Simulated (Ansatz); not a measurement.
## Rock-salt HfN

Computed with PBE-D4 in Ansatz (PAW).

Settings: plane-wave cutoff 500 eV, 16×16×16 k mesh, Fermi–Dirac smearing 0.05 eV, scalar-relativistic PAW data made under PBE.

Cell (relaxed at this level):

```cif
data_Hf4N4
_chemical_formula_sum 'Hf4 N4'
_space_group_name_H-M_alt 'Fm-3m'
_space_group_IT_number 225
_space_group_name_Hall '-F 4 2 3'
_cell_length_a 4.52119
_cell_length_b 4.52119
_cell_length_c 4.52119
_cell_angle_alpha 90.000
_cell_angle_beta 90.000
_cell_angle_gamma 90.000
loop_
_atom_site_label
_atom_site_type_symbol
_atom_site_symmetry_multiplicity
_atom_site_Wyckoff_symbol
_atom_site_fract_x
_atom_site_fract_y
_atom_site_fract_z
_atom_site_occupancy
Hf1 Hf 4 a 0.00000 0.00000 0.00000 1
N1 N 4 b 0.50000 0.50000 0.50000 1
```
(The calculation used a cell of 2 atoms; values per cell refer to that cell.)

* **equilibrium volume per atom**: 11.55 Å³/atom
* **lattice constant a**: 4.521 Å

Measured, for comparison: equilibrium volume per atom 11.57 Å³/atom, lattice constant a 4.524 Å (room temperature, not corrected to a static lattice; as tabulated in Seo, Lee, Wen, Petrov, Greene, Gall, J. Appl. Phys. 96, 878 (2004)). Computed (rounded) less measured: equilibrium volume per atom -0.2 %, lattice constant a -0.1 %.

Spin–orbit coupling is not included.

The computed numbers hold no vibrational or temperature effects.

Cost on a shared machine: around 24 core-seconds (rough).

Ansatz is a program for electronic structure.
